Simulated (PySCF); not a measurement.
Löwdin shares of the frontier orbitals

Compound: C3H5FS.
SMILES with atom numbers: `[CH3:1][S:2]/[CH:3]=[CH:4]\[F:5]` (hydrogens: H6, H7, H8 on C1; H9 on C3; H10 on C4)

Computed with TDDFT PBE0/def2-SVPD, vertical, gas phase, core orbitals frozen in the response (PySCF). Isolated species at its GFN2-xTB geometry (one conformer only). Torsions of this conformer, `[CH3:1][S:2]/[CH:3]=[CH:4]\[F:5]`: C1–S2–C3–C4 0°.

Kohn–Sham orbitals with the atoms that hold most of them (Löwdin shares over 4%, at most four atoms; ? is withheld):

```
orbital  ε (eV)                           atoms
 HOMO-3  -10.70  C1 23%, S2 19%, C3 16%, F5 13%
 HOMO-2   -9.29   S2 55%, C1 17%, C3 10%, C4 6%
 HOMO-1   -9.05                               ?
   HOMO   -6.24   S2 46%, C4 19%, C3 16%, F5 7%
   LUMO    0.26                               ?
 LUMO+1    0.40   S2 37%, C1 13%, C4 13%, C3 9%
 LUMO+2    0.73     S2 57%, H9 9%, C3 8%, C4 8%
```

Q: Give the leading atoms of the HOMO-1.

A: C3 (bonded to C, S and H) 35%; S2 (bonded to 2 C) 26%; C4 (bonded to C, F and H) 17%; F5 (bonded to C) 9%. By element: carbon 52% or more, sulfur 26%, fluorine 9%.

Q: Which atoms hold the LUMO, and with what shares?

A: C4 (bonded to C, F and H) 33%; C3 (bonded to C, S and H) 31%; S2 (bonded to 2 C) 14%; F5 (bonded to C) 8%. By element: carbon 64% or more, sulfur 14%, fluorine 8%.

Q: How does S1 compare with the orbital gap of 6.50 eV?

A: S1 is at 5.28 eV (f = 0.0000), 1.23 eV below the gap, made of HOMO→LUMO+1 (94%). Its leading pair isn't HOMO and LUMO; the energies of that pair differ by 6.64 eV. 

Q: Give energy, strength and leading configuration of S1 and S3, and follow the Löwdin shares of the leading atoms from the occupied to the empty orbital.

A: 
- S1 (5.28 eV, f 0.0000), HOMO→LUMO+1 (94%): S2 46% → 37%, C4 19% → 13%, C1 at most 8% → 13%
- S3 (5.93 eV, f 0.275), HOMO→LUMO (94%): S2 46% → 14%, C4 19% → 33%, C3 16% → 31%

The run took about 27 s of CPU time (one thread, shared machine).
